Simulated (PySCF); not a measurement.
# C5H12O: the cost of one run

Programs: PySCF 2.14.0, with density-fitted response routines of our own. Each step states its level of theory. These are calculated values for one molecule in the gas phase, unless marked as measured. Atoms count from 0, in the outputs and in this text.

## 1. Starting geometry

18 atoms, charge 0, multiplicity 1; geometry from: MMFF94s. The atoms were then displaced at random by about 0.03 Å, so the start is not that level's minimum.

Bonds of the start (Å): C0–O1 1.49, O1–C2 1.48, C2–C3 1.54, C2–C4 1.49, C2–C5 1.52, C0–H6 1.02, C0–H7 1.11, C0–H8 1.10, C3–H9 1.18, C3–H10 0.98, C3–H11 1.11, C4–H12 1.07, C4–H13 1.10, C4–H14 1.09, C5–H15 1.08, C5–H16 1.11, C5–H17 1.10.

## 2. Geometry optimisation at PBE0-D3(BJ)/def2-SVP

Job settings and geometry (Å):

```
{"job": {"xc": "PBE0", "basis": "def2-SVP", "d3": "d3bj", "grid": 1, "shake": 0.03, "kind": "geom"}, "charge": 0, "multiplicity": 1}
C      2.133310     0.333610     0.347450
O      0.756900     0.512580     0.890300
C     -0.380720     0.011680     0.092040
C     -0.090830    -1.483930    -0.129800
C     -1.580010     0.259600     0.936910
C     -0.473230     0.783910    -1.218630
H      2.376020    -0.641540     0.179640
H      2.830200     0.855730     1.031100
H      2.148990     0.988870    -0.540200
H     -1.109710    -1.912750    -0.533880
H      0.612170    -1.730580    -0.769630
H      0.027530    -2.014590     0.840570
H     -1.578450    -0.191410     1.911440
H     -2.532760    -0.061480     0.492590
H     -1.695380     1.317260     1.181510
H      0.365540     0.586010    -1.868600
H     -0.448110     1.886550    -1.056170
H     -1.417790     0.517420    -1.708880
```

The run is started by

```sh
> OMP_NUM_THREADS=1 python probes_run.py task.json out
```

The driver reads the jobs from task.json and runs them one after another.

Q: Estimate the wall time and peak memory of this first job on 1 thread of Arm Neoverse V1, shared host.

About 48 s, with a peak of 0.64 GiB.
